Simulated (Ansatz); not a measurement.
# Worked example: correlation energy of PO, quartet

Geometry: a point of a stretch scan, not a stationary point.

```
atom   x (Å)   y (Å)   z (Å)
   O  0.0000  0.0000  0.0000
   P  0.0000  0.0000  1.3720
```

Basis 6-31G; Ansatz 0.2.0. Correlated methods freeze the noble-gas cores, which leaves 11 electrons in 16 orbitals. Prefix R: restricted or restricted open-shell reference; prefix U: unrestricted.

Full CI is exact within this basis and frozen core; it isn't the basis-set limit. The frozen core follows each run's orbitals, which can shift R against U totals by a few meV.

UCCSD has a T1 diagnostic of 0.049 and a largest doubles amplitude of 0.08.

The cluster runs stand on a determinant 0.31 eV above the lowest UHF solution, chosen by a search with trial CCSD; the correlation energy below is counted from it.

Runs differ by some tens of microhartree through their thresholds and, for an open shell, their frozen cores, so the step to full CI, which has another core, is uncertain by up to 0.1 kcal/mol.

```
                                 level  total energy (hartree)
UHF determinant under the cluster runs             -415.269221
                                  UMP2             -415.403793
                                 UCCSD             -415.419171
                              UCCSD(T)             -415.421977
                                UCCSDT             -415.422490
                             UCCSDT(Q)             -415.423265
                               UCCSDTQ             -415.423195
                               full CI             -415.423221
```

Question: What is the correlation energy at full CI, and what share of it do UMP2 and UCCSDT recover?

Answer: E(corr) = -415.423221 − (-415.269221) = -0.154000 hartree = -4.191 eV. UMP2: -0.134572 / -0.154000 = 87.38 %. UCCSDT: -0.153269 / -0.154000 = 99.53 %.

Question: By how many kcal/mol does UCCSD(T) miss full CI (1 hartree = 627.509 kcal/mol), and which steps make up the rest?

Answer: -415.421977 − (-415.423221) = 0.001244 hartree = 0.78 kcal/mol. Steps: UCCSDT − UCCSD(T) = -0.32, UCCSDT(Q) − UCCSDT = -0.49, UCCSDTQ − UCCSDT(Q) = 0.04, full CI − UCCSDTQ = -0.02 kcal/mol. That is within 1 kcal/mol of the reference in this basis, which itself misses far more of the correlation at the basis-set limit.
